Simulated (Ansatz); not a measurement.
Computed with Ansatz.

A structure relaxed at PBE0-D4/def2-TZVP, charge 0, multiplicity 1:

```
atom   x (Å)   y (Å)   z (Å)
  C1   0.199  -1.470  -0.192
  C2  -0.052  -0.159  -0.168
  N3  -0.823   0.531  -1.084
  C4   0.618   0.729   0.829
  F5  -0.308   1.592   1.408
  H6  -0.218  -2.119  -0.954
  H7   0.856  -1.915   0.542
  H8  -1.278   1.348  -0.708
  H9  -1.446  -0.037  -1.635
 H10   1.370   1.357   0.341
 H11   1.082   0.142   1.622
```

(1) Give its formula and SMILES.

(2) Summarise the bond lengths by kind.

Answers

(1) C3H6FN, `C=C(N)CF`.

(2) 2 × C–C 1.335 to 1.494 Å; 4 × C–H 1.081 to 1.095 Å; 1 × C–N 1.382 Å; 2 × H–N 1.007 to 1.008 Å; 1 × C–F 1.391 Å.
